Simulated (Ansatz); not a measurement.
Geometry optimisation, UHF/def2-SVP (Ansatz).

Input file:

```yaml
crystal:
  periodic: [false, false, false]
  atoms:
    - { symbol: B, position_ang: [0.0, 0.0, 0.0] }
    - { symbol: H, position_ang: [0.0, 0.0, 1.44] }
    - { symbol: H, position_ang: [1.0305, 0.0, -0.595] }
    - { symbol: H, position_ang: [-1.0305, 0.0, -0.595] }
    - { symbol: C, position_ang: [0.0, 0.0, 2.85] }
    - { symbol: H, position_ang: [-0.5653, -0.8805, 3.2205] }
    - { symbol: H, position_ang: [1.0452, -0.0494, 3.2205] }
    - { symbol: H, position_ang: [-0.4798, 0.9298, 3.2205] }
magnetization:
  spin_polarized: true
  initial_magnetization: 1
basis:
  gaussian: { orbitals: def2-SVP }
hamiltonian:
  xc: hf
relax:
  f_tol: 0.15
  max_steps: 25
  restrain:
    - { distance: [1, 4], at: 2.31, k: 30.0 }
    - { distance: [0, 1], at: 1.19, k: 30.0 }
```

Launched with:

```bash
$ ansatz run input.yaml --threads 1 --pin off --max-ram 2048MiB --backend cpu --events-out ev --progress --plain --runs-dir out
```

Where does it end, and by what steps?

The forces met the threshold. The restraints hold the end off the free minimum. After 5 steps the energy has fallen by 1.208 eV (the restraints' own energy left out); C5 moved furthest, 0.50 Å.

```csv
step,energy less start (eV),largest force component (eV/Å),accepted
0,0.0000,1.913,yes
1,-0.6747,1.870,yes
2,-0.9609,2.297,yes
3,-1.1528,0.562,yes
4,-1.1898,0.582,yes
5,-1.2085,0.451,yes
```

```xyz
8
Properties=species:S:1:pos:R:3
B 0.007 -0.002 -0.169
H 0.006 -0.003 1.026
H 1.047 0.000 -0.767
H -1.031 0.000 -0.768
C -0.007 0.002 3.352
H -0.591 -0.908 3.386
H 1.071 -0.049 3.305
H -0.502 0.962 3.398
```

Whether the end is a true minimum wasn't checked by a vibrational analysis.

Run time: 4.8 s on 1 thread of Arm Neoverse V1, on a shared host, peak memory 0.1 GiB.
